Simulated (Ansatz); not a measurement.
The cluster P3⁺, relaxed as a singlet with RKS PBE0-D4/def2-TZVP in Ansatz, starting from the GFN2-xTB geometry. Force threshold 0.02 eV/Å.

The structure comes from a short search, and lower isomers may exist.

Start:

Cartesian coordinates in Å:
```
P -0.937 0.003 0.774
P 1.125 0.205 0.407
P -0.189 -0.208 -1.181
```

Estimate the energy that the relaxation releases and the steps that it takes.

0.1 kcal/mol, in 3 steps; 1.8 s on 4 threads of Arm Neoverse V1 on a shared host. No frequencies were taken in this run, so the end may be a saddle point.

Does the start keep its bonding and symmetry?

By distances, no bond broke or formed. The bond that changes most is P1–P3, from 2.10 to 2.09 Å (atoms count from 1). Point group D3h at the start, D3h at the end, both within 0.05 Å.

Predict the relaxed structure.


```xyz
3

P    -0.9308    0.0031    0.7691
P     1.1189    0.2042    0.4054
P    -0.1881   -0.2073   -1.1745
```
Bond lengths: 3 × P–P 2.09 Å.
